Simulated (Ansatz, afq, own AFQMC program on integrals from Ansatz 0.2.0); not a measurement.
Two steps: Ansatz 0.2.0 writes the Fock matrix and Cholesky factors of the valence space, and afq projects on them the lowest state that overlaps trial and start.

```yaml
crystal:
  periodic: [false, false, false]
  atoms:
    - {symbol: Ge, position_ang: [0.000000, 0.000000, 0.417363]}
    - {symbol: C, position_ang: [0.000000, 0.000000, -2.277985]}
    - {symbol: H, position_ang: [0.000000, 1.958770, 1.671592]}
    - {symbol: H, position_ang: [0.000000, -1.958770, 1.671592]}
    - {symbol: H, position_ang: [0.000000, 1.407083, -3.138456]}
    - {symbol: H, position_ang: [0.000000, -1.407083, -3.138456]}
basis:
  gaussian: {orbitals: 6-31G}
magnetization: {spin_polarized: false}
correlation: {method: ccsd_t, electrons: outside_noble_gas, hamiltonian_folder: ham}
```

```sh
$ ansatz run in.yaml --threads 1 --pin off --events-out ev --progress --plain --max-ram 1382MiB
```

afq runs on the folder ham with

```
--method phaseless --trial cisd --walkers 60 --populations 1 --least-time 40 --time-step 0.005 --steps-per-block 50 --equilibration-blocks 40 --max-blocks 300 --target-error 0.00084 --factor-cut 1e-05 --seed 4615 --release-times 0.24,0.51,0.99,1.62,2.4 --release-step 0.03 --release-every 4 --taylor-order 6
```

Times are imaginary, in 1/Eh. The walk had a cap of 824 s. Filled inner d shells are frozen with the cores.

afq prints:

```
orbitals 31  electrons 6 6  factors 220 of 511
reference energy -2114.67827213 Eh
CCSD correlation -0.23814365 Eh in 19 cycles, weight of the determinant in the CISD state 0.7285
energy of the start -2114.916416 Eh
 block  time / (1/Eh)  mean weight  energy / Eh
     1     0.250  1.0005  -2114.909634
     2     0.500  1.0005  -2114.909194
     3     0.750  1.0010  -2114.906803
     4     1.000  0.9990  -2114.907812
     5     1.250  0.9986  -2114.906824
     8     2.000  1.0002  -2114.911371
    17     4.250  0.9985  -2114.911369
    41    10.250  0.9997  -2114.923263
    65    16.250  1.0022  -2114.917458
    89    22.250  1.0000  -2114.910426
   113    28.250  0.9997  -2114.915286
   137    34.250  0.9995  -2114.918194
   161    40.250  1.0016  -2114.917945
   185    46.250  1.0016  -2114.907915
   209    52.250  1.0019  -2114.901533
   233    58.250  1.0025  -2114.919422
   257    64.250  1.0008  -2114.923107
   273    68.250  1.0017  -2114.900375
   281    70.250  0.9994  -2114.931224
   297    74.250  1.0017  -2114.946364
   305    76.250  0.9991  -2114.909919
   329    82.250  0.9999  -2114.914749
   337    84.250  1.0013  -2114.934901
blocks merged  error / Eh  count
     1  0.000615  300
     2  0.000725  150
     4  0.000881  75
     8  0.000999  37
    16  0.001052  18
    32  0.001159  9
released: time / (1/Eh)  energy / Eh  error  mean overlap
  0.24  -2114.921525  0.001385  0.9917
  0.51  -2114.923359  0.001427  0.9826
  0.99  -2114.929085  0.001845  0.9861
  1.62  -2114.928214  0.002823  0.9846
  2.40  -2114.930541  0.004437  1.0176
energy -2114.920619 +/- 0.001052 Eh
(rows thinned)
```

The run passed its tests (sampling time, drift between the halves within three errors, error under three times the target), which doesn't prove that it has relaxed.

Against this walk (error 28.6 meV) on the same determinant: CCSD(T) 98.8 meV lower, CCSDT(Q) 159.9 meV lower. The error is statistical and leaves out the bias of the constraint. None of these is a sure reference here. The released energies are still falling (meV from the phaseless value at times in 1/Eh: -25 ± 38 at 0.24, -75 ± 39 at 0.51, -230 ± 50 at 0.99, -207 ± 77 at 1.62, -270 ± 121 at 2.40), so they give no level; they do show a bias of the constraint, and the last of them that isn't too noisy lies 70 meV below CCSDT(Q).

Cautions: constraint bias not in the error; error above the target (28.6 against 22.9 meV); no relativity below Rb; no spin-orbit coupling; inner d shell frozen; higher spins were not checked; restricted determinant unstable towards unrestricted (UHF 2.28 eV lower, ⟨S²⟩ 2.15); raised T1 diagnostic (T1 0.033, weight of the determinant 0.73, largest double 0.12); CCSDT(Q) is in doubt: in a space of 8 electrons in 8 natural orbitals full CI lies 715 meV below it; the bias of populations of 60 walkers isn't removed.

The walk took 2.3 min on 1 thread of Arm Neoverse V2, on a shared host. The log's last line is the phaseless energy.

CCSDT and higher add their correlation energy to the determinant of the CCSD(T) run, since their own runs factorise the integrals more tightly (a shift of under 2 meV). A walk keeps the symmetry of its determinant, which the program's search chose and which needn't be the lowest solution, so a lower state of the same spin and another symmetry isn't excluded.
